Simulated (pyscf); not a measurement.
Routes from `[OH][Si]([OH])([OH])[F]` + `[OH2]`

Candidate steps break at most two bonds and form at most two. Each was searched with GFN2-xTB (tblite) first. PySCF, gas phase, ωB97X-D3(BJ)/def2-SVP geometries. Energies: ωB97M-D3(BJ)/def2-TZVP, eV, from the separated reactants, singlet surface; ΔG‡ with ideal gas, 1 atm, RRHO with modes under 100 cm⁻¹ raised to 100, one conformer, R ln 2 for chiral ones without a mode under 150 cm⁻¹.

```tsv
products	type	ΔE‡	ΔE	ΔG‡ 298 K	ΔG‡ 900 K	ν‡ (cm⁻¹)
HO–Si(OH)(OH)–OH + HF	four-centre exchange	0.91	+0.40	1.44	2.53	539i
H₂O + HO–Si(OH)(OH)–F	four-centre exchange (O–Si, H–O broken, H–O, O–Si formed)	0.96	0.00	1.49	2.57	879i
HO–Si(OH)(OH)–F + H₂O	four-centre exchange (H–O, H–O broken, H–O, H–O formed)	1.55	0.00	2.02	2.99	1270i
```

Row 1: On the reactant side the descent ends in a bound adduct (not fully relaxed), 0.40 eV under the separated species and 1.32 eV under the saddle at ωB97X-D3(BJ)/def2-TZVP. On the product side the descent ends in a bound adduct (not fully relaxed), 0.47 eV under the separated species and 1.00 eV under the saddle at ωB97X-D3(BJ)/def2-TZVP. Row 2: On the reactant side the descent ends in an adduct with a O–Si contact, 0.02 eV under the separated species and 0.98 eV under the saddle at ωB97X-D3(BJ)/def2-TZVP. On the product side the descent ends in an adduct with a O–Si contact, 0.17 eV under the separated species and 1.14 eV under the saddle at ωB97X-D3(BJ)/def2-TZVP. Row 3: On the reactant side the descent ends in a bound adduct (not fully relaxed), 0.40 eV under the separated species and 2.00 eV under the saddle at ωB97X-D3(BJ)/def2-TZVP. On the product side the descent ends in a bound adduct, 0.36 eV under the separated species and 1.95 eV under the saddle at ωB97X-D3(BJ)/def2-TZVP. 

Plain bond fissions and candidates not yet searched are not listed, and one of them may be faster. Each barrier is that of the saddle found; lower ones may exist.
